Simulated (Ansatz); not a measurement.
# triplet Si2: levels of theory in one basis

```json
{"atom": "Si", "x (Å)": "0.0000", "y (Å)": "0.0000", "z (Å)": "0.0000"}
{"atom": "Si", "x (Å)": "0.0000", "y (Å)": "0.0000", "z (Å)": "2.2460"}
```

Basis set: def2-SVP (spherical functions). Left uncorrelated: 10 orbitals. Correlation on ROHF uses semicanonical orbitals with singles. Charge 0, multiplicity 3.

Computed with Ansatz (development build ahead of 0.2.0); each method stands on the lowest determinant of its kind that the runs found.

```csv
method,E − E(ROHF) (eV),<S²> of the determinant
ROHF,0.00,2.00
UHF,-0.09,2.02
ROHF-MP2,-3.52,–
UHF-MP2,-3.50,2.02
```

Problem. What does ROHF-CCSD(T) give on the same scale?

Solution. -4.56 eV.

Caution for ROHF-MP2, UHF-MP2, ROHF-CCSD(T): a plain start can end on a higher determinant.
